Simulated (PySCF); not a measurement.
Fill in the blanks.

C4H6NP.
SMILES: `Cn1ccpc1`

```json
{"property": "point group of the GFN2-xTB geometry", "level": "GFN2-xTB", "value": "Cs"}
{"property": "rotational constants A, B, C of the GFN2-xTB geometry", "level": "GFN2-xTB", "value": "7.211, 2.528, 1.894 GHz"}
{"property": "dipole moment", "level": "B3LYP/def2-SVPD", "value": "3.78 D"}
{"property": "HOMO energy", "level": "B3LYP/def2-SVPD", "value": "?"}
{"property": "LUMO energy", "level": "B3LYP/def2-SVPD", "value": "-0.27 eV"}
{"property": "lowest singlet excitation", "level": "TDDFT B3LYP/def2-SVPD", "value": "5.45 eV (228 nm, f = 0.006)"}
{"property": "strongest line among the 8 lowest singlet transitions", "level": "TDDFT B3LYP/def2-SVPD", "value": "S7 at 6.34 eV (196 nm, f = 0.200)"}
{"property": "lowest triplet excitation (Tamm–Dancoff)", "level": "TDA B3LYP/def2-SVPD", "value": "3.66 eV"}
{"property": "static isotropic polarisability", "level": "B3LYP/def2-SVPD", "value": "?"}
{"property": "electronic spatial extent ⟨r²⟩ about the centre of nuclear charge", "level": "B3LYP/def2-SVPD", "value": "646 bohr²"}
{"property": "13C chemical shifts (computed TMS as zero) by class", "level": "GIAO PBE0/pcSseg-1", "value": "?"}
{"property": "1H chemical shifts (computed TMS as zero) by class", "level": "GIAO PBE0/pcSseg-1", "value": "7.83 (1 H), 7.45 (1 H), 7.42 (1 H), 3.97 (3 H) ppm"}
{"property": "isotropic shieldings of nuclei other than C and H, by class", "level": "GIAO PBE0/pcSseg-1", "value": "?"}
```

Gas-phase values; electronic properties from PySCF, density fitting. Geometry: GFN2-xTB; no solvent or vibrations. GFN2-xTB frequencies show an imaginary mode (28i cm⁻¹), so this geometry is no minimum at that level. NMR classes are plain means over equivalent atoms (diastereotopic ones count apart unless rotation or inversion swaps them), as if these changed places fast; in this geometry the members of some classes differ.

Question: What is the HOMO energy?

Answer: -6.02 eV.

Question: What are the isotropic shieldings of nuclei other than C and H, by class?

Answer: 72 (1 N), 202 (1 P) ppm.

Question: What is the static isotropic polarisability?

Answer: 77.8 au.

Question: Give the 13C chemical shifts (computed TMS as zero) by class.

Answer: 160.1 (1 C), 138.3 (1 C), 133.1 (1 C), 40.2 (1 C) ppm.

The rotational constants make it an asymmetric top with κ = (2B − A − C)/(A − C) = -0.76, nearer the prolate limit (−1). The vertical singlet–triplet gap S1 − T1 is 1.79 eV (TDDFT singlet less Tamm–Dancoff triplet; S1: HOMO→LUMO+1, weight 0.98; T1: HOMO→LUMO, weight 0.97). The principal polarisabilities are 53.5, 80.3 and 99.5 au; their mean is the isotropic value. The dipole matches unit charges of opposite sign 0.79 Å apart (1 e·Å = 4.8032 D). No computed singlet falls in the visible range (750 to 380 nm, 1.65 to 3.26 eV); S1 lies 2.19 eV above its blue end.

For the NMR shielding job (PBE0/pcSseg-1), on one thread, Arm Neoverse V1 (aarch64), shared host with 64 logical CPUs at a one-minute load of 18, this took 12 s wall and 0.67 GiB of memory at its peak.
